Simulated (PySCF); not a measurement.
# One shape, several levels: P4 (SMILES P12P3P1P23)

Aim: a comparison of 6 runs (HF/STO-3G, BHLYP/def2-SVPD, CAM-B3LYP/def2-SVPD, wB97M-V/def2-SVPD, wB97X/def2-SVPD, SCS-MP2/def2-SVPD) of P4. 

Program for the calculation: PySCF 2.14.0.

1 further run of the same task is left out (set aside as unsound or not needed).

## Step 1: Starting point

P4 has 4 atoms, charge 0, and is taken as a singlet. SMILES: `P12P3P1P23`. Geometry: relaxed at PBE0-D4/def2-TZVP.

Bond lengths: P1–P2 2.184 Å, P1–P3 2.184 Å, P2–P3 2.184 Å, P1–P4 2.184 Å, P2–P4 2.184 Å, P3–P4 2.184 Å. Some angles: P1–P2–P3 60.0°, P1–P2–P4 60.0°, P3–P2–P4 60.0°, P2–P1–P3 60.0°, P2–P1–P4 60.0°, P3–P1–P4 60.0°, P1–P3–P2 60.0°, P1–P3–P4 60.0°, P2–P3–P4 60.0°, P1–P4–P2 60.0°.

## Step 2: A single-point energy at HF/STO-3G (run 1)

run.py

```python
# p12p3p1p23
from pyscf import gto, scf

mol = gto.M(
    atom='''
P   -0.724800  -0.100000   1.119400
P    1.294900   0.109800   0.315700
P   -0.185000  -1.091700  -0.749800
P   -0.385100   1.081900  -0.685200
''',
    verbose=3,
    basis='sto-3g',
    max_memory=1860,
    spin=0,
)

hf = scf.RHF(mol)
hf.conv_tol = 1e-10
hf.kernel()
if not hf.converged:
    hf = hf.newton().run(hf.mo_coeff, hf.mo_occ)

e_final = hf.e_tot
print('E = %.10f Eh' % e_final)
```

On the command line:

```
OMP_NUM_THREADS=1 python run.py
```

What it wrote:

```text
converged SCF energy = -1347.64960896453
E = -1347.6496089645 Eh
```

It took 0.8 s on 1 thread of Arm Neoverse V1, shared host; peak memory 0.1 GiB.

## Step 3: A single-point energy at BHLYP/def2-SVPD (run 2)

run.py

```python
# p12p3p1p23
from pyscf import gto, dft

mol = gto.M(
    atom=[
    ('P', (-0.724800, -0.100000, 1.119400)),
    ('P', (1.294900, 0.109800, 0.315700)),
    ('P', (-0.185000, -1.091700, -0.749800)),
    ('P', (-0.385100, 1.081900, -0.685200)),
],
    basis='def2-svpd',
    max_memory=1860,
    verbose=3,
)

mf = dft.RKS(mol)
mf.xc = 'bhandhlyp'
mf.conv_tol = 1e-10
mf.grids.level = 5
mf.kernel()
if not mf.converged:
    mf = mf.newton().run(mf.mo_coeff, mf.mo_occ)

e_tot = mf.e_tot
print('E = %.10f Eh' % e_tot)
```

On the command line:

```
OMP_NUM_THREADS=1 python run.py
```

What it wrote:

```text
converged SCF energy = -1365.01807930141
E = -1365.0180793014 Eh
```

It took 14 s on 1 thread of Arm Neoverse V1, shared host; peak memory 0.49 GiB.

Runs 3 to 5 aren't shown in full; the table further down has their settings and results.

## Step 4: A single-point energy at SCS-MP2/def2-SVPD (run 6)

job.py

```python
from pyscf import gto, mp

molecule = gto.Mole()
molecule.atom = '''
P     -1.369673    -0.188973     2.115359
P      2.447006     0.207492     0.596587
P     -0.349599    -2.063014    -1.416917
P     -0.727734     2.044495    -1.294840
'''
molecule.max_memory = 1860
molecule.verbose = 4
molecule.charge = 0
molecule.unit = 'bohr'
molecule.basis = 'def2-svpd'
molecule.build()

mf = molecule.RHF()
mf.conv_tol = 1e-10
mf.kernel()
if not mf.converged:
    mf = mf.newton().run(mf.mo_coeff, mf.mo_occ)

pt = mp.MP2(mf, frozen=20).run()
e_final = mf.e_tot + 1.2 * pt.e_corr_os + pt.e_corr_ss / 3
print('Final energy', e_final)
```

On the command line:

```
OMP_NUM_THREADS=1 python job.py
```

What it wrote:

```text
PySCF version 2.14.0

[... 56 lines left out ...]
converged SCF energy = -1362.55847564289
[... 1 line left out ...]
******** <class 'pyscf.mp.mp2.RMP2'> ********
nocc = 10, nmo = 76
frozen orbitals 20
E(RMP2) = -1363.03746837156  E_corr = -0.478992728667864
E(SCS-RMP2) = -1363.01803658493  E_corr = -0.459560942038046
E_corr(same-spin) = -0.132958075803913
E_corr(oppo-spin) = -0.346034652863951
Final energy -1363.0180365849283
```

Wall time 2.4 s (1 thread of Arm Neoverse V1, shared host); peak memory 0.23 GiB.

## Step 5: Overview of the runs

```csv
run,level,integration grid,nlc grid,energy (Eh),dipole moment (D) of the reference,HOMO energy (eV),LUMO energy (eV),wall time
1,HF/STO-3G,–,–,-1347.649609,0.00,-6.13,7.96,0.8 s
2,BHLYP/def2-SVPD,5,–,-1365.018079,0.00,-8.45,0.32,14 s
3,CAM-B3LYP/def2-SVPD,5,–,-1365.046866,0.00,-8.78,0.45,21 s
4,wB97M-V/def2-SVPD,5,1,-1364.975358,0.00,-9.55,1.23,60 s
5,wB97X/def2-SVPD,5,–,-1365.013590,0.00,-9.83,1.32,23 s
6,SCS-MP2/def2-SVPD,–,–,-1363.018037,0.00,-9.76,2.41,2.4 s
```

## Step 6: Results

```
                                           quantity           value
                                run 6: total energy  -1363.01804 Eh
        run 6: dipole moment (Hartree–Fock density)          0.00 D
         run 6: HOMO energy (Hartree–Fock orbitals)        -9.76 eV
         run 6: LUMO energy (Hartree–Fock orbitals)         2.41 eV
       run 6: HOMO–LUMO gap (Hartree–Fock orbitals)        12.17 eV
run 6: correlation energy (20 core orbitals frozen)      -459.6 mEh
```

What this shows: Over runs 1, 2, 3, 4, 5 the HOMO–LUMO gap runs from 8.77 eV (BHLYP/def2-SVPD) to 14.09 eV (HF/STO-3G). The two ends differ in method and basis. Totals of different functionals can't be ranked against each other. In run 1 the basis is minimal, so the values are rough. All runs together took 2 min, the longest 60 s.
